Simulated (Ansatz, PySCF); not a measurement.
Process, species as SMILES: CF (CH3F) [fluoromethane] → CF (CH3F) as doublet, charge +1 + e-
Each molecule is optimised on its own at B3LYP-D3(BJ)/def2-TZVP (Ansatz, a first-principles code). Frequencies are from Ansatz or PySCF. A spin state is the lowest found, not a proven ground state.

Property: adiabatic ionisation energy (0 K, with B3LYP-D3(BJ) harmonic zero-point energies), in eV. Valence correlation only, unless marked. Open shells are spin-unrestricted. No spin-orbit coupling. Non-relativistic. CBS(X,Y): correlation extrapolated as X^-3; Hartree-Fock from the larger set.

| level | program | adiabatic ionisation energy (eV) | minus last row |
|---|---|---|---|
| HSE06-D4/def2-TZVPD | Ansatz + dftd4 | 12.16 | -0.40 |
| LC-wPBE-D3(BJ)/def2-TZVPD | Ansatz + dftd3 | 12.32 | -0.24 |
| B2GP-PLYP-D3(BJ)/def2-TZVPD | Ansatz + dftd3 | 12.37 | -0.19 |
| SCS-MP2/6-31G* | Ansatz | 12.21 | -0.35 |
| CCSD(T)/cc-pVDZ | Ansatz | 12.09 | -0.47 |
| CCSD(T)/def2-SVP | Ansatz | 12.18 | -0.38 |
| CCSD(T)/CBS(cc-pVTZ,cc-pVQZ) | Ansatz | 12.56 | 0.00 |
